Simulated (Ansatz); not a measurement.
Species: CH2Cl2, charge 0, singlet. CH2Cl2 (SMILES ClCCl).
B3LYP-D3(BJ)/def2-TZVP minimum from Ansatz (a program for electronic structure):
```xyz
5

C      0.0039     0.0052     0.7673
Cl    -0.0175     1.4825    -0.2263
Cl     0.0153    -1.4855    -0.2061
H     -0.8904    -0.0005     1.3784
H      0.9045     0.0193     1.3690
```

Total energies in cc-pV(D+d)Z, 20 correlated electrons, 11 frozen orbitals. Open shells are spin-unrestricted; no spin-orbit coupling. Cores are frozen in correlated methods. No relativity.

| method | program | energy (Eh) | minus CCSDT(Q) (mEh) |
|---|---|---|---|
| HF | Ansatz | -958.03523 | 472.31 |
| MP2 | Ansatz | -958.45609 | 51.46 |
| CCSD | Ansatz | -958.49362 | 13.92 |
| CCSD(T) | Ansatz | -958.50586 | 1.68 |
| CCSDT(Q) | Ansatz | -958.50755 | 0.00 |

Rough core times of Ansatz's runs on a shared machine: CCSD(T) under 20 s, CCSDT(Q) 90 s.
